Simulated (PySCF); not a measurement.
Boron monohydride, BH (singlet state).
Cartesian coordinates in Å at the PBE0-D3(BJ)/def2-TZVP level; atoms count from 1:
```
atom  x, y, z in Å
B1     0.6292   -0.0387    0.0056
H2    -0.6105    0.0124   -0.0165
```

Computed, not measured: PBE0-D3(BJ)/def2-TZVP geometry optimisation, gas phase (PySCF 2.14.0).

Take the most abundant isotopes and a rigid rotor. 

(1) What are the moment of inertia and the rotational constant?

(2) List the first levels of a rigid rotor in a Σ state.

(3) Where do the first rotational lines fall?

(4) Estimate the classical rotational partition function at 298.15 K.

## Answers

(1) I = 1.422 u·Å², B = 505379 MHz·u·Å²/I = 355440 MHz (11.8562 cm⁻¹, or 17.058 K as hB/k). For two atoms I = μr² with μ = 0.9233 u and r = 1.2409 Å.

(2) E(J) = BJ(J+1): J = 1: 23.712, J = 2: 71.137, J = 3: 142.274, J = 4: 237.124, J = 5: 355.686, J = 6: 497.960 cm⁻¹.

(3) The dipole is 1.59 D; J+1 ← J lies at 2B(J+1): 1 ← 0 at 710.88 GHz, 2 ← 1 at 1421.76 GHz, 3 ← 2 at 2132.64 GHz, 4 ← 3 at 2843.52 GHz, 5 ← 4 at 3554.40 GHz, 6 ← 5 at 4265.28 GHz.

(4) Point group C∞v, symmetry number σ = 1; q = kT/(σhB), k/h = 20836.6 MHz/K: 17.5 at 298.15 K.

No PBE0-D3(BJ)/def2-TZVP frequencies stand behind this structure, so it isn't proved a minimum. Constants of a rigid frame at the computed geometry: no zero-point averaging, no centrifugal distortion.

The run took 1.2 s on Arm Neoverse V1, one thread, on a shared host, and the process peaked at 0.24 GiB of memory. These figures are those of the optimisation.
